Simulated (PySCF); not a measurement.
# C4H9Cl (Butane, 1-chloro-): the cost of one run

The runs use PySCF 2.14.0, with density-fitted response routines of our own; the level of theory stands in each step. All values are computed, except where a source is named. Atoms are numbered from 0 throughout.

### 1 The molecule as given

14 atoms, charge 0, multiplicity 1; geometry from: MMFF94s. The atoms were then displaced at random by about 0.03 Å, so the start is not that level's minimum.

Bonds of the start (Å): C0–C1 1.45, C1–C2 1.49, C2–C3 1.67, C3–Cl4 1.70, C0–H5 1.03, C0–H6 1.12, C0–H7 1.16, C1–H8 1.04, C1–H9 1.08, C2–H10 1.13, C2–H11 1.11, C3–H12 1.10, C3–H13 1.05.

### 2 Relaxing the molecule at PBE0-D3(BJ)/def2-SVP

The job: settings as JSON, then the geometry in Å.

```
{"job": {"xc": "PBE0", "basis": "def2-SVP", "d3": "d3bj", "grid": 1, "shake": 0.03, "kind": "geom"}, "charge": 0, "multiplicity": 1}
C     -1.886540    -0.164380    -0.254320
C     -0.494310    -0.068690    -0.658270
C      0.361710     0.041980     0.553780
C      1.992100     0.087630     0.172670
Cl     2.914080     0.181940     1.596520
H     -2.178600    -0.934150     0.365650
H     -2.543710    -0.168270    -1.161750
H     -2.186320     0.838340     0.256130
H     -0.238540    -0.946710    -1.157690
H     -0.306600     0.790660    -1.286640
H      0.207630    -0.813470     1.269180
H      0.186160     0.959160     1.161830
H      2.026410     0.973680    -0.482660
H      2.127100    -0.821540    -0.331220
```

Started as:

```
> OMP_NUM_THREADS=1 python probes_run.py task.json out
```

One launch serves the whole session: the jobs run in the order shown.

Q: Estimate the wall time and peak memory of this first job on 1 thread of Intel Xeon Platinum 8488C, shared host.

About 27 s, with a peak of 0.52 GiB.
